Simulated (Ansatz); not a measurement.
**C6H14, 20 atoms: time against threads**

Aim: measure how long a single point at B3LYP takes on C6H14, and how the time changes with the share of the machine.

Program: Ansatz 0.2.0 (single point, B3LYP, Gaussian basis). Host: Intel Xeon 6975P-C (Granite Rapids), 96 cores, 190 hardware threads, 362 GiB; it was booked for these runs alone, one at a time. Each run is timed once from launch to exit, start-up included.

## Step 1: The job

A molecule of 20 atoms and 50 electrons, in the basis cc-pvqz.

## Step 2: The reference run

The input, input.yaml:

```yaml
crystal:
  periodic: [false, false, false]
  atoms:
    - { symbol: C, position_ang: [0.0000, 0.0000, 0.0000] }
    - { symbol: H, position_ang: [0.0000, -0.6351, 0.8924] }
    - { symbol: H, position_ang: [0.0000, -0.6351, -0.8924] }
    - { symbol: H, position_ang: [-0.9131, 0.6044, 0.0000] }
    - { symbol: C, position_ang: [1.2758, 0.8445, 0.0000] }
    - { symbol: H, position_ang: [1.2758, 1.4796, 0.8924] }
    - { symbol: H, position_ang: [1.2758, 1.4796, -0.8924] }
    - { symbol: C, position_ang: [2.5517, 0.0000, 0.0000] }
    - { symbol: H, position_ang: [2.5517, -0.6351, 0.8924] }
    - { symbol: H, position_ang: [2.5517, -0.6351, -0.8924] }
    - { symbol: C, position_ang: [3.8275, 0.8445, 0.0000] }
    - { symbol: H, position_ang: [3.8275, 1.4796, 0.8924] }
    - { symbol: H, position_ang: [3.8275, 1.4796, -0.8924] }
    - { symbol: C, position_ang: [5.1034, 0.0000, 0.0000] }
    - { symbol: H, position_ang: [5.1034, -0.6351, 0.8924] }
    - { symbol: H, position_ang: [5.1034, -0.6351, -0.8924] }
    - { symbol: C, position_ang: [6.3792, 0.8445, 0.0000] }
    - { symbol: H, position_ang: [6.3792, 1.4796, 0.8924] }
    - { symbol: H, position_ang: [6.3792, 1.4796, -0.8924] }
    - { symbol: H, position_ang: [7.2923, 0.2401, 0.0000] }
basis:
  gaussian: { orbitals: cc-pvqz }
hamiltonian: { xc: { name: B3LYP } }
```

Launch:

```
$ ansatz run input.yaml --backend cpu --events-out ev --progress --plain --runs-dir out
```

## Step 3: On 16 threads

input.yaml is that of step 2.

(Steps that only read results are left out.)

Q: Predict the timings and the best choice. Wanted: reference; fastest over threads; speed-up from 16 to 96 threads.

**Answer**, as computed:

```
                      quantity                 value
                     reference   2.1 s on 96 threads
          fastest over threads           2.1 s on 96
speed-up from 16 to 96 threads  1.4 (23 % efficient)
```

Going from 16 to 96 threads cuts the time by a factor of 1.4, 23 % of the ideal. At a few seconds, start-up and serial parts weigh heavily. The figures hold for this build, input and host.
